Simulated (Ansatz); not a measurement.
# SiNH₅ (singlet): wave-function methods side by side at twist about Si1–N2 = 13.3°, cc-pVDZ

An exercise on one series of results from a longer session: the logs are not shown, and one member is left open.

Method: cc-pVDZ, core rule «outside noble gas», up to 6 orbitals frozen; program: Ansatz 0.2.0, Gaussian basis.

Plan: UHF; CCSD(T) on RHF; BCCD(T) on RHF; CISD; CCSDT(Q) on RHF; CASSCF and NEVPT2, 2 electrons in 2 orbitals; CASSCF and NEVPT2, 8 electrons in 8 orbitals.

16 further runs of the same task are left out: 13 that didn't finish, 3 set aside as unsound or not needed.

## The geometry

The geometry derives from a PBE0/def2-TZVP stationary point (not a proven minimum). One half is turned about the bond named; the halves are rigid.

7 atoms, charge 0, spin multiplicity 1.

Atoms are counted from 1 here; the program's logs count them from 0.

Bond lengths: Si1–N2 1.720 Å, Si1–H3 1.486 Å, Si1–H4 1.486 Å, Si1–H5 1.494 Å, N2–H6 1.007 Å, N2–H7 1.007 Å. Angles: N2–Si1–H3 107.9°, N2–Si1–H4 107.9°, N2–Si1–H5 116.0°, H3–Si1–H4 110.5°, H3–Si1–H5 107.3°, H4–Si1–H5 107.3°, Si1–N2–H6 119.6°, Si1–N2–H7 119.6°, H6–N2–H7 110.6°.

Set-up of the first run:

Contents of in.yaml:

```yaml
crystal:
  periodic: [false, false, false]
  atoms:
    - {symbol: Si, position_ang: [-0.011673, -0.002794, 0.572596]}
    - {symbol: N, position_ang: [0.053523, -0.002794, -1.146538]}
    - {symbol: H, position_ang: [0.683947, -1.223479, 1.055816]}
    - {symbol: H, position_ang: [0.683945, 1.217891, 1.055816]}
    - {symbol: H, position_ang: [-1.378855, -0.002795, 1.175237]}
    - {symbol: H, position_ang: [-0.394203, -0.743564, -1.661774]}
    - {symbol: H, position_ang: [-0.013368, 0.868642, -1.647331]}
basis:
  gaussian: {orbitals: cc-pVDZ}
magnetization: {spin_polarized: true, initial_magnetization: 0}
hamiltonian: {xc: hf}
output: {orbitals: {seedname: orbitals}}
```

Launch:

```
> ansatz run in.yaml --threads 1 --pin off --events-out ev --progress --plain --max-ram 2393MiB
```

Steps of the session up to this table: UHF; CCSD(T) on RHF; BCCD(T) on RHF; CISD; CCSDT(Q) on RHF; CASSCF and NEVPT2, 2 electrons in 2 orbitals; CASSCF and NEVPT2, 8 electrons in 8 orbitals.

One of the session's tables, all rows but one given; the rest of the session is left out.

It belongs to the step «Misses and costs». 

```
         method  from RCCSDT(Q) (kcal/mol)
            RHF                    +203.88
           RMP2                          ?
           CISD                     +22.18
          RCCSD                      +5.02
       RCCSD(T)                      +0.76
        BCCD(T)                      +0.74
         RCCSDT                      +0.33
      RCCSDT(Q)                          0
    CASSCF pair                    +193.21
    NEVPT2 pair                     +27.56
CASSCF frontier                    +137.10
NEVPT2 frontier                     +31.84
```

Q: Estimate the row for RMP2 from the others.

As computed: from RCCSDT(Q) (kcal/mol): +26.93. In the column «from RCCSDT(Q) (kcal/mol)» it lies between CISD (+22.18) and NEVPT2 pair (+27.56).
